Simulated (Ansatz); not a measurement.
System: chalcopyrite CdGeAs2. Method: r²SCAN (plane waves, PAW; Ansatz, a first-principles code).

Numerical settings: plane-wave cutoff 560 eV, 8×8×8 k mesh, Fermi–Dirac smearing 0.01 eV, scalar-relativistic PAW data made under PBE.

Cell (relaxed at this level):

CdAs2Ge has the tetragonal space group I-42d (No. 122), the chalcopyrite structure, Pearson symbol tI16. Lattice parameters: a = b = 5.9816 Å, c = 11.2957 Å, α = β = γ = 90.00°. Cd on 4a sees 4 As at 2.647 Å (tetrahedral). Ge on 4b sees 4 As at 2.446 Å (tetrahedral). As on 8d is surrounded by 2 Ge at 2.446 Å and 2 Cd at 2.647 Å (tetrahedral). (Neighbours: up to the widest gap in distance over summed covalent radii, below 1.35, at either atom; cation-cation and far metal-metal contacts left out.)
(The calculation used a cell of 8 atoms; values per cell refer to that cell.)

Q: What does this level give for the bulk modulus B0, band gap and pressure derivative B′ of the bulk modulus?

A: 
bulk modulus B0: 61.1 GPa
band gap: 0.10 eV
pressure derivative B′ of the bulk modulus: 4.9

Measured, for comparison: band gap 0.57 eV (temperature not stated, no zero-point or thermal correction, direct; as tabulated in Rashkeev et al. (1999), arXiv:cond-mat/9809378); bulk modulus 69.9 GPa (temperature not stated, no zero-point or thermal correction; as tabulated in Toher et al. (2017), arXiv:1611.05714). Computed (rounded) less measured: bulk modulus -13 %.

Note: the bulk modulus comes from volumes at which shape and atoms were relaxed.

Spin–orbit coupling is not included.
